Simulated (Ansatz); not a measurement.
# SiH₄+ (quartet): wave-function methods side by side, 6-31G

How much of the correlation energy of SiH₄+ (quartet) does each wave-function method recover here?

The runs use Ansatz 0.2.0, Gaussian basis; 6-31G, core rule «outside noble gas», up to 5 orbitals frozen.

To be run: UHF; CCSD(T) on ROHF; CCSD(T) on UHF; BCCD(T) on ROHF; CISD; CCSDT(Q) on ROHF; CCSDT(Q) on UHF; CISDTQ; CCSDTQ on ROHF; CCSDTQ on UHF; CASSCF and MRCISD+Q, 7 electrons in 8 orbitals; CASSCF and NEVPT2, 7 electrons in 8 orbitals; Full CI.

11 further runs of the same task are left out: 3 that didn't finish, 8 set aside as unsound or not needed.

### 1 What is computed

The geometry is a PBE0/def2-TZVP stationary point (not a proven minimum) of the parent state, kept for this charge and spin.

5 atoms, charge 1, spin multiplicity 4.

Atoms are counted from 1 here; the program's logs count them from 0.

Bond lengths: Si1–H2 1.538 Å, Si1–H3 1.538 Å, Si1–H4 1.538 Å, Si1–H5 1.538 Å. Angles: H2–Si1–H3 90.0°, H2–Si1–H4 90.0°, H2–Si1–H5 180.0°, H3–Si1–H4 180.0°, H3–Si1–H5 90.0°, H4–Si1–H5 90.0°.

### 2 UHF

in.yaml

```yaml
crystal:
  periodic: [false, false, false]
  atoms:
    - {symbol: Si, position_ang: [0.000000, 0.000000, 0.000000]}
    - {symbol: H, position_ang: [-0.011166, 1.090859, 1.083779]}
    - {symbol: H, position_ang: [-0.016843, -1.083830, 1.090736]}
    - {symbol: H, position_ang: [0.016843, 1.083830, -1.090736]}
    - {symbol: H, position_ang: [0.011166, -1.090859, -1.083779]}
basis:
  gaussian: {orbitals: 6-31G}
total_charge: 1
magnetization: {spin_polarized: true, initial_magnetization: 3}
hamiltonian: {xc: hf}
output: {orbitals: {seedname: orbitals}}
```

On the command line:

```sh
$ ansatz run in.yaml --threads 1 --pin off --events-out ev --progress --plain --max-ram 2393MiB
```

The runs that follow: CCSD(T) on ROHF; CCSD(T) on UHF; BCCD(T) on ROHF; CISD; CCSDT(Q) on ROHF; CCSDT(Q) on UHF; CISDTQ; CCSDTQ on ROHF; CCSDTQ on UHF; CASSCF and MRCISD+Q, 7 electrons in 8 orbitals; CASSCF and NEVPT2, 7 electrons in 8 orbitals; Full CI.

Q: Predict the results of all the runs planned. Wanted: FCI below the RHF energy; RMP2 from FCI; UMP2 from FCI; RCCSD from FCI; RCCSD(T) from FCI; UCCSD(T) from FCI; RCCSDT(Q) from FCI; UCCSDT(Q) from FCI; NEVPT2 valence from FCI.

As calculated:

| quantity | value |
| --- | --- |
| FCI below the RHF energy | -1.7281 eV |
| RMP2 from FCI | +57.3 kJ/mol |
| UMP2 from FCI | +57.5 kJ/mol |
| RCCSD from FCI | +2.9 kJ/mol |
| RCCSD(T) from FCI | +1.1 kJ/mol |
| UCCSD(T) from FCI | +1.0 kJ/mol |
| RCCSDT(Q) from FCI | 0.0 kJ/mol |
| UCCSDT(Q) from FCI | 0.0 kJ/mol |
| NEVPT2 valence from FCI | +10.2 kJ/mol |
| MRCISD+Q valence from FCI | +0.4 kJ/mol |
| levels within 1 kcal/mol (43 meV) | RCCSD, UCCSD, RCCSD(T), UCCSD(T), BCCD(T), RCCSDT, UCCSDT, CISDTQ, RCCSDT(Q), UCCSDT(Q), RCCSDTQ, UCCSDTQ, MRCISD valence, MRCISD+Q valence |
| T1 diagnostic | 0.016 |
| effectively unpaired electrons | 3.03 |

In words: RCCSD(T) lands +1.1 kJ/mol from the yardstick (0.6 % of the correlation energy). One determinant dominates. Of the multireference levels listed MRCISD+Q valence comes nearest in total energy (+0.4 kJ/mol), which doesn't show that its space is the better one. These misses are within one basis, not against nature; the frozen cores of restricted and unrestricted runs differ, which can shift their rows.
